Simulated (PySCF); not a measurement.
Molecule: `InChI=1S/C3H7F/c1-3(2)4/h3H,1-2H3`.

Molfile (atoms numbered from 1):
```
C3H7F
     RDKit          3D

 11 10  0  0  0  0  0  0  0  0999 V2000
   -1.1931   -0.4429    0.2127 C   0  0  0  0  0  0  0  0  0  0  0  0
   -0.1150    0.5306   -0.2052 C   0  0  0  0  0  0  0  0  0  0  0  0
    1.2856   -0.0290   -0.1051 C   0  0  0  0  0  0  0  0  0  0  0  0
   -0.1980    1.6519    0.6043 F   0  0  0  0  0  0  0  0  0  0  0  0
   -1.0274   -0.7747    1.2493 H   0  0  0  0  0  0  0  0  0  0  0  0
   -1.1940   -1.3287   -0.4398 H   0  0  0  0  0  0  0  0  0  0  0  0
   -2.1832    0.0318    0.1563 H   0  0  0  0  0  0  0  0  0  0  0  0
   -0.3049    0.8730   -1.2394 H   0  0  0  0  0  0  0  0  0  0  0  0
    1.4939   -0.3546    0.9258 H   0  0  0  0  0  0  0  0  0  0  0  0
    1.4101   -0.8933   -0.7743 H   0  0  0  0  0  0  0  0  0  0  0  0
    2.0258    0.7351   -0.3822 H   0  0  0  0  0  0  0  0  0  0  0  0
  1  2  1  0
  2  3  1  0
  2  4  1  0
  1  5  1  0
  1  6  1  0
  1  7  1  0
  2  8  1  0
  3  9  1  0
  3 10  1  0
  3 11  1  0
M  END
```

Geometry PBE0-D3(BJ)/def2-SVP throughout; GIAO in PySCF 2.14.0 with density-fitted response routines, gas phase, one conformer, non-relativistic; equivalent atoms averaged; basis pcSseg-2.

For orientation, B97-2 gives these absolute shieldings σ: C2 93.9, C1/C3 158.8, F4 366.5, H8 26.69, H5/H6/H7/H9/H10/H11 30.15 ppm.

A run gave: C2 78.1, C1/C3 147.2, F4 368.0, H8 27.07, H5/H6/H7/H9/H10/H11 30.38 ppm (absolute shieldings σ).

**Question.** Which functional was used in that run?
A. WP04
B. B3LYP
C. wB97X-D
D. BHandHLYP

**Answer.** A. C2 tells them apart best: WP04 gives 78.1, BHandHLYP gives 96.6, B3LYP gives 87.2, wB97X-D gives 94.6 ppm.
